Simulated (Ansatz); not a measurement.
Reaction (cleavage of the Al–Al bond): `[OH][AlH][AlH2]` + HCl → `[OH][AlH][Cl]` + `[AlH3]`

Computed with Ansatz on PBE0-D4/def2-TZVP structures; ΔE is electronic, products minus reactants. CCSD(T)/CBS is the MP2 limit (def2-TZVPP, def2-QZVPP) plus CCSD(T) − MP2 in def2-TZVPP, frozen cores. This one scheme is used for every species. DFT in def2-TZVPP. B3LYP here is the variant with VWN-RPA as its local correlation; programs differ in this. HSE06 is defined as in plane-wave codes. Each species was taken in one conformer, which may not be the lowest.

```csv
level,ΔE (kJ/mol),difference from CCSD(T)/CBS
LDA (SPW92),-149.7,17.0
revPBE-D4,-152.0,14.7
BLYP-D4,-164.6,2.1
r2SCAN-D4,-171.0,-4.3
B97M-V,-181.0,-14.3
PBE0-D4,-156.0,10.7
B3LYP-D4,-168.4,-1.7
r2SCANh-D4,-171.5,-4.8
r2SCAN0-D4,-172.2,-5.5
HSE06-D4,-155.9,10.8
BHLYP-D4,-175.2,-8.5
CAM-B3LYP-D4,-172.3,-5.6
ωB97X-V,-167.5,-0.8
ωB97M-V,-178.0,-11.3
B2PLYP,-172.0,-5.3
PBE-QIDH,-166.9,-0.2
PBE,-149.1,17.6
revPBE,-148.9,17.8
BLYP,-162.9,3.8
r2SCAN,-171.0,-4.3
PBE0,-155.7,11.0
B3LYP,-167.5,-0.8
r2SCANh,-171.5,-4.8
r2SCAN0,-172.2,-5.5
HSE06,-155.7,11.0
BHLYP,-175.4,-8.7
CAM-B3LYP,-172.2,-5.5
LC-ωPBE,-163.8,2.9
RPA@PBE/def2-TZVPP,-156.7,10.0
HF/def2-SVP,-188.5,-21.8
MP2/def2-SVP,-183.6,-16.9
CCSD/def2-SVP,-172.4,-5.7
CCSD(T)/def2-SVP,-171.0,-4.3
HF/def2-TZVPP,-182.4,-15.7
MP2/def2-TZVPP,-177.1,-10.4
SCS-MP2/def2-TZVPP,-174.5,-7.8
CCSD(T)/def2-TZVPP,-163.4,3.3
MP2/def2-QZVPP,-179.1,-12.4
HF/CBS(def2),-182.7,-16.0
MP2/CBS(def2),-180.4,-13.7
CCSD(T)/CBS,-166.7,0
```

Largest T1 diagnostic among the species: 0.013.

At CCSD(T), def2-SVP lies −4.3 kJ/mol from the extrapolated value and def2-TZVPP +3.3 kJ/mol. From PBE to PBE0 (25 % exact exchange), in def2-TZVPP and without D4, ΔE moves by −6.6 kJ/mol. Leaving LDA and LC-ωPBE aside and taking each functional with its dispersion term where it has one, the values, not all of them listed here, spread over 31.5 kJ/mol, from B97M-V to PBE-D4.
